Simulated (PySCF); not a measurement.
Magnetic shielding above rings: a mixed set.

Definitions: NICS(0) = −σiso at the ring centroid; NICS(1) = −σiso and NICS(1)zz = −σzz at ±1 Å along the ring normal z. Level: GIAO PBE0/pcSseg-1 (PySCF, non-relativistic, gas phase) on the PBE0-D3(BJ)/def2-SVP geometries, one conformer each. Atom numbers follow the mapped SMILES.

Question: Order these rings by mean NICS(1)zz, lowest (most negative) first (ppm).
A. ring N3–C4–C5–N6–Si7 in `[CH2:1]=[CH:2][N:3]1[CH2:4][CH2:5][NH:6][SiH2:7]1`
B. ring B1–N2–B3–N4 in `[BH2-:1]1[NH2+:2][BH2-:3][NH+:4]1[CH:5]1[CH2:6][CH2:7][CH2:8]1`
C. ring C2–C3–C4–O10–C11 in `[F:1][C:2]1=[CH:3][C@:4]([F:5])([C:6]([F:7])([F:8])[F:9])[O:10][CH2:11]1`
D. ring C2–C3–C4–C9 in `[CH2:1]=[C:2]1[CH:3]=[C:4]([C:5]([F:6])([F:7])[F:8])/[C:9]1=[CH:10]/[O:11][CH3:12]`
E. ring C3–C4–C5 in `[C-:1]#[N+:2][CH:3]1[CH2:4][CH2:5]1`
F. ring C2–C3–C4–C9 in `[CH2:1]=[C:2]1[CH:3]=[C:4]([C:5]([F:6])([F:7])[F:8])/[C:9]1=[CH:10]\[O:11][CH3:12]`
G. ring C1–C2–C3–N4–C5 in `[cH:1]1[cH:2][cH:3][nH:4][cH:5]1`

Answer: G (-31.6), E (-21.7), C (-4.2), A (-2.1), B (2.2), F (3.6), D (4.8).

```json
{"SMILES": "c1cc[nH]c1", "ring": "5-membered ring with N; formal bonds all aromatic", "NICS(0)": "-14.8", "NICS(1)": "-11.6", "NICS(1)zz": "-31.6", "HOMA": "0.89", "rms pucker (Å)": "0.00", "ring atoms with four or more neighbours": "0"}
{"SMILES": "[C-]#[N+]C1CC1", "ring": "3-membered carbocycle; formal bonds all single", "NICS(0)": "-41.6", "NICS(1)": "-8.5", "NICS(1)zz": "-21.7", "HOMA": "–", "rms pucker (Å)": "0.00", "ring atoms with four or more neighbours": "3"}
{"SMILES": "FC1=C[C@](F)(C(F)(F)F)OC1", "ring": "5-membered ring with O; formal bonds 1 double, 4 single", "NICS(0)": "-7.0", "NICS(1)": "-3.4", "NICS(1)zz": "-4.2", "HOMA": "–", "rms pucker (Å)": "0.02", "ring atoms with four or more neighbours": "2"}
{"SMILES": "C=CN1CCN[SiH2]1", "ring": "5-membered ring with 2 N and Si; formal bonds all single", "NICS(0)": "-7.0", "NICS(1)": "-2.6", "NICS(1)zz": "-2.1", "HOMA": "–", "rms pucker (Å)": "0.14", "ring atoms with four or more neighbours": "3"}
{"SMILES": "[BH2-]1[NH2+][BH2-][NH+]1C1CCC1", "ring": "4-membered ring with 2 B and 2 N; formal bonds all single", "NICS(0)": "-5.2", "NICS(1)": "-0.4", "NICS(1)zz": "2.2", "HOMA": "–", "rms pucker (Å)": "0.01", "ring atoms with four or more neighbours": "4"}
{"SMILES": "C=C1C=C(C(F)(F)F)/C1=C\\OC", "ring": "4-membered carbocycle; formal bonds 1 double, 3 single", "NICS(0)": "1.4", "NICS(1)": "-2.4", "NICS(1)zz": "3.6", "HOMA": "-0.87", "rms pucker (Å)": "0.00", "ring atoms with four or more neighbours": "0"}
{"SMILES": "C=C1C=C(C(F)(F)F)/C1=C/OC", "ring": "4-membered carbocycle; formal bonds 1 double, 3 single", "NICS(0)": "1.7", "NICS(1)": "-1.9", "NICS(1)zz": "4.8", "HOMA": "-0.86", "rms pucker (Å)": "0.00", "ring atoms with four or more neighbours": "0"}
```

NICS(0) gives another order. The isotropic NICS(1) gives another order. HOMA uses Krygowski's 1993 parameters; it is left out where a ring has a four-coordinate atom, a triple bond, no multiple bond or a kind of bond without parameters. NICS(1) and NICS(1)zz are means over the two faces.
